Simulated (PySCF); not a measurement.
Molecule: `[C-]#[N+]C`, C$_{2}$H$_{3}$N.

Geometry (Å), atoms numbered from 1 in this order:
```xyz
6

C     2.1038    0.2082    0.0067
N     0.9383    0.0838   -0.0034
C    -0.4605   -0.0664   -0.0156
H    -0.7556   -0.8281   -0.7525
H    -0.8192   -0.3790    0.9762
H    -0.9437    0.8855   -0.2807
```

Spin–spin couplings on one PBE0-D3(BJ)/def2-SVP geometry, PySCF 2.14.0 with density-fitted response routines, gas phase, non-relativistic, equivalent pairs averaged; isotopes ¹³C, ¹H; functional B3LYP.

Reference values (Hz): ¹J(C3,H4) = 145.2 (measured; Green and Yates, arXiv:1403.0524 (values compiled by Lantto, Vaara, Helgaker 2002)); ³J(C1,H4) = 2.7 (measured; Green and Yates, arXiv:1403.0524 (values compiled by Lantto, Vaara, Helgaker 2002)).

How do the couplings (Hz) change with the basis set? Times are CPU seconds on shared hosts with different chips, so compare them loosely. Far from the basis limit: 6-31G*, 6-31G-J, pcJ-0, def2-TZVP, cc-pVTZ.

Answers


| basis set | functions | ¹J(C3,H4) | ³J(C1,H4) | mean abs. error | core-s |
| --- | --- | --- | --- | --- | --- |
| 6-31G* | 48 | 153.7 | 3.7 | 4.8 | 1.3 |
| 6-31G-J | 48 | 152.5 | 1.9 | 4.0 | 1.4 |
| pcJ-0 | 48 | 126.4 | 0.5 | 10.5 | 1.3 |
| pcJ-1 | 111 | 148.2 | 2.8 | 1.6 | 3.2 |
| def2-TZVP | 111 | 140.3 | 2.3 | 2.6 | 3.1 |
| cc-pVTZ | 132 | 131.3 | 1.0 | 7.8 | 3.8 |
| aug-cc-pVTZ-J | 198 | 149.9 | 3.2 | 2.6 | 7 |
| pcJ-2 | 225 | 148.1 | 3.1 | 1.7 | 8.3 |

Errors compare magnitudes, without vibrational corrections, and the largest couplings weigh most in the mean. Closest: pcJ-1 and pcJ-2, practically level; furthest: pcJ-0.

The Fermi-contact term samples the wavefunction at the nucleus, which is why sets with added tight s functions (names with J) are made for couplings. Agreement of an ordinary basis with the reference is then largely a cancellation of errors.
